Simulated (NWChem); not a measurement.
C4H6; SMILES C1=CCC1

```xyz
10

C      0.0000     0.6769     0.8146
C      0.0000    -0.6769     0.8146
C      0.0000    -0.7849    -0.6991
C      0.0000     0.7849    -0.6991
H      0.0000     1.4368     1.6126
H      0.0000    -1.4368     1.6126
H      0.8999    -1.2534    -1.1527
H     -0.8999    -1.2534    -1.1527
H     -0.8999     1.2534    -1.1527
H      0.8999     1.2534    -1.1527
```
Atoms are numbered in this order, from 1.

The geometry was optimised at PBE-D3(BJ)/def2-SVP.

Symmetry labels are those of C2v in the frame above (b1 and b2, or b-type labels, depend on it). States above −ε(HOMO) = 6.1 eV lie in this functional's continuum and hang on the basis.

Q: List the 6 lowest vertical singlet excitations and the 6 lowest triplet ones from LDA (Slater exchange, VWN5)/6-31+G* (spherical d), full TDDFT (NWChem).

A: 
```json
[
 {"state": "S1", "energy (eV)": "6.21", "oscillator strength": "0.000", "symmetry": "b1", "leading excitation (squared amplitude)": "HOMO → LUMO+1 (1.00)"},
 {"state": "S2", "energy (eV)": "6.48", "oscillator strength": "0.000", "symmetry": "a2", "leading excitation (squared amplitude)": "HOMO → LUMO+2 (1.00)"},
 {"state": "S3", "energy (eV)": "6.48", "oscillator strength": "0.027", "symmetry": "b1", "leading excitation (squared amplitude)": "HOMO → LUMO+3 (0.99)"},
 {"state": "S4", "energy (eV)": "6.81", "oscillator strength": "0.187", "symmetry": "b2", "leading excitation (squared amplitude)": "HOMO → LUMO (0.91)"},
 {"state": "S5", "energy (eV)": "6.92", "oscillator strength": "0.058", "symmetry": "a1", "leading excitation (squared amplitude)": "HOMO → LUMO+4 (1.00)"},
 {"state": "S6", "energy (eV)": "7.08", "oscillator strength": "0.000", "symmetry": "b1", "leading excitation (squared amplitude)": "HOMO−1 → LUMO (0.99)"},
 {"state": "T1", "energy (eV)": "4.39", "oscillator strength": "spin-forbidden", "symmetry": "b2", "leading excitation (squared amplitude)": "HOMO → LUMO (1.00)"},
 {"state": "T2", "energy (eV)": "6.16", "oscillator strength": "spin-forbidden", "symmetry": "b1", "leading excitation (squared amplitude)": "HOMO → LUMO+1 (1.00)"},
 {"state": "T3", "energy (eV)": "6.41", "oscillator strength": "spin-forbidden", "symmetry": "b1", "leading excitation (squared amplitude)": "HOMO → LUMO+3 (0.99)"},
 {"state": "T4", "energy (eV)": "6.43", "oscillator strength": "spin-forbidden", "symmetry": "a2", "leading excitation (squared amplitude)": "HOMO → LUMO+2 (1.00)"},
 {"state": "T5", "energy (eV)": "6.68", "oscillator strength": "spin-forbidden", "symmetry": "b1", "leading excitation (squared amplitude)": "HOMO−1 → LUMO (0.99)"},
 {"state": "T6", "energy (eV)": "6.85", "oscillator strength": "spin-forbidden", "symmetry": "a1", "leading excitation (squared amplitude)": "HOMO → LUMO+4 (1.00)"}
]
```
